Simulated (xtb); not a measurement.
**C3H3F3 (SMILES F/C=C(/F)CF): GFN2-xTB**

We compute an optimisation with harmonic vibrations of C3H3F3. 

The calculation is run with xtb 6.7.1.

2 further runs of the same task are left out: 2 set aside as unsound or not needed.

### 1 The system as given

C3H3F3 has 9 atoms, charge 0, and is taken as a singlet. SMILES: `F/C=C(/F)CF`. All atoms were displaced at random from a relaxed shape. The run starts from this shape.

Bond lengths: F1–C2 1.351 Å, C2–C3 1.235 Å, C3–F4 1.444 Å, C3–C5 1.533 Å, C5–F6 1.249 Å, C2–H7 1.170 Å, C5–H8 1.170 Å, C5–H9 0.978 Å. Some angles: F1–C2–C3 123.9°, C2–C3–F4 118.1°, C2–C3–C5 131.3°, F4–C3–C5 110.5°, C3–C5–F6 113.6°, F1–C2–H7 107.4°, C3–C2–H7 128.5°, C3–C5–H8 102.6°, C3–C5–H9 107.6°, F6–C5–H8 110.1°.

### 2 An optimisation with harmonic vibrations at GFN2-xTB

File .CHRG:

```
0
```

File .UHF:

```
0
```

File start.xyz:

```xyz
9

F     -1.78384    -1.19935     0.05231
C     -0.61756    -1.05725    -0.61412
C      0.22025    -0.18695    -0.35928
F      1.44504    -0.17566    -1.12450
C      0.19574     0.98334     0.63057
F      0.19219     2.10480     0.08026
H     -0.53371    -1.95026    -1.36514
H      1.18959     0.83212     1.22840
H     -0.53386     0.82198     1.26148
```

Launch:

```sh
$ xtb start.xyz --ohess normal --gfn2 -P 1 > start.out 2> xtb.err
```

**Question.** What will come out? Wanted: total energy at the end; dipole moment; HOMO energy; LUMO energy; HOMO–LUMO gap; dispersion energy; mean polarisability; lowest harmonic wavenumber; highest harmonic wavenumber.

Computed results:

Level: GFN2-xTB.

```
                      quantity          value
       total energy at the end   -22.10928 Eh
                 dipole moment         2.18 D
                   HOMO energy      -12.17 eV
                   LUMO energy       -7.24 eV
                 HOMO–LUMO gap        4.93 eV
             dispersion energy  -10.33 kJ/mol
mean polarisability (D4 model)     41.2 bohr³
    lowest harmonic wavenumber        45 cm⁻¹
   highest harmonic wavenumber      3097 cm⁻¹
             zero-point energy   144.6 kJ/mol
```

What this shows: At the final geometry: Bond lengths: F1–C2 1.333 Å, C2–C3 1.326 Å, C3–F4 1.346 Å, C3–C5 1.499 Å, C5–F6 1.375 Å, C2–H7 1.080 Å, C5–H8 1.095 Å, C5–H9 1.094 Å. Some angles: F1–C2–C3 121.3°, C2–C3–F4 118.0°, C2–C3–C5 126.8°, F4–C3–C5 115.2°, C3–C5–F6 110.7°, F1–C2–H7 113.8°, C3–C2–H7 124.9°, C3–C5–H8 110.4°, C3–C5–H9 110.3°, F6–C5–H8 106.8°. All 21 modes are real, so the shape is a minimum at this level.
